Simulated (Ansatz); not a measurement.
**CH₃AlS: up Jacob's ladder to CCSD(T)**

An exercise on one series of results from a longer session: the logs are not shown, and one member is left open.

The runs use Ansatz 0.2.0, Gaussian basis; functionals in def2-TZVPP, the program's frozen cores in correlated methods.

Levels to be run: LDA (SPW92), PBE-D4, revPBE-D4, BLYP-D4, r2SCAN-D4, B97M-V, PBE0-D4, B3LYP-D4, r2SCANh-D4, r2SCAN0-D4, HSE06-D4, BHLYP-D4, CAM-B3LYP-D4, LC-ωPBE, ωB97X-V, ωB97M-V, B2PLYP, PBE-QIDH; CCSD(T)/def2-SVP; CCSD(T)/def2-TZVPP; MP2/def2-QZVPP; extrapolation to the limit; RPA on PBE.

1 further run of the same task is left out (it didn't finish).

**The relaxed structure**

The geometry comes from an earlier relaxation with PBE0-D4 in a triple-zeta def2 set; it is a stationary point.

6 atoms, charge 0, spin multiplicity 1.

Atoms are counted from 1 here; the program's logs count them from 0.

Bond lengths: Al1–C2 1.959 Å, Al1–S3 2.399 Å, Al1–H4 1.581 Å, Al1–H5 1.581 Å, C2–S3 1.635 Å, C2–H6 1.089 Å. Angles: C2–Al1–S3 42.6°, C2–Al1–H4 116.9°, C2–Al1–H5 116.9°, S3–Al1–H4 112.8°, S3–Al1–H5 112.9°, H4–Al1–H5 125.2°, Al1–C2–S3 83.2°, Al1–C2–H6 156.6°, S3–C2–H6 120.2°, Al1–S3–C2 54.2°.

Coordinates:

```xyz
6

Al   -0.6372    0.0335   -0.6183
C     0.9599   -0.2319    0.4842
S     0.0811    0.5688    1.6071
H    -1.6860   -1.1492   -0.6569
H    -0.6426    1.2885   -1.5804
H     1.9670   -0.5737    0.7179
```

The first run:

in.yaml reads:

```yaml
crystal:
  periodic: [false, false, false]
  atoms:
    - {symbol: Al, position_ang: [-0.637239, 0.033540, -0.618292]}
    - {symbol: C, position_ang: [0.959882, -0.231858, 0.484234]}
    - {symbol: S, position_ang: [0.081101, 0.568818, 1.607092]}
    - {symbol: H, position_ang: [-1.686044, -1.149249, -0.656911]}
    - {symbol: H, position_ang: [-0.642577, 1.288467, -1.580365]}
    - {symbol: H, position_ang: [1.966977, -0.573718, 0.717941]}
basis:
  gaussian: {orbitals: def2-TZVPP}
hamiltonian: {xc: lda}
output: {orbitals: {seedname: orbitals}}
```

The run is started by

```console
> ansatz run in.yaml --threads 2 --pin off --events-out ev --progress --plain --max-ram 4352MiB
```

Steps of the session up to this table: LDA; PBE-D4 (GGA); revPBE-D4 (GGA); BLYP-D4 (GGA); r2SCAN-D4 (meta-GGA); B97M-V (meta-GGA); PBE0-D4 (hybrid); B3LYP-D4 (hybrid); r2SCANh-D4 (hybrid); r2SCAN0-D4 (hybrid); HSE06-D4 (hybrid); BHLYP-D4 (hybrid); CAM-B3LYP-D4 (range-separated); LC-ωPBE (range-separated); ωB97X-V (range-separated); ωB97M-V (range-separated); B2PLYP (double hybrid); PBE-QIDH (double hybrid).

One of the session's tables, all rows but one given; the rest of the session is left out.

It belongs to the step «Orbital energies across the functionals». 

| functional | HOMO (eV) | LUMO (eV) | gap (eV) |
| --- | --- | --- | --- |
| LDA (SPW92) | -6.24 | -4.27 | 1.98 |
| PBE-D4 | ? | ? | ? |
| revPBE-D4 | -6.09 | -3.99 | 2.10 |
| BLYP-D4 | -5.98 | -3.87 | 2.11 |
| r2SCAN-D4 | -6.36 | -3.94 | 2.42 |
| B97M-V | -6.46 | -3.86 | 2.60 |
| PBE0-D4 | -7.30 | -3.06 | 4.24 |
| B3LYP-D4 | -7.08 | -3.23 | 3.84 |
| r2SCANh-D4 | -6.79 | -3.56 | 3.23 |
| r2SCAN0-D4 | -7.44 | -3.00 | 4.45 |
| HSE06-D4 | -6.90 | -3.45 | 3.45 |
| BHLYP-D4 | -8.34 | -1.88 | 6.46 |
| CAM-B3LYP-D4 | -8.59 | -1.82 | 6.77 |
| LC-ωPBE | -9.95 | -0.72 | 9.23 |
| ωB97X-V | -9.60 | -0.76 | 8.84 |
| ωB97M-V | -9.43 | -0.81 | 8.62 |

Estimate the missing values for PBE-D4.

The run gave: HOMO (eV): -6.13; LUMO (eV): -4.06; gap (eV): 2.07. In the column «HOMO (eV)» it lies between LDA (SPW92) (-6.24) and revPBE-D4 (-6.09).
